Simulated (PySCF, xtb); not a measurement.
water (H2O), SMILES O.

GFN2-xTB (xtb 6.7.1) at its own geometry gives an orbital gap of 14.39 eV and a dipole moment of 2.22 D.

Geometry: TPSSh-D3(BJ)/def2-TZVPD.

### Question
What does HF/def2-TZVPD (PySCF) give? (Estimate from the structure and the level; the computed values follow.)

### Answer
gap 15.83 eV (levels -13.87 and 1.96 eV), dipole 1.99 D.
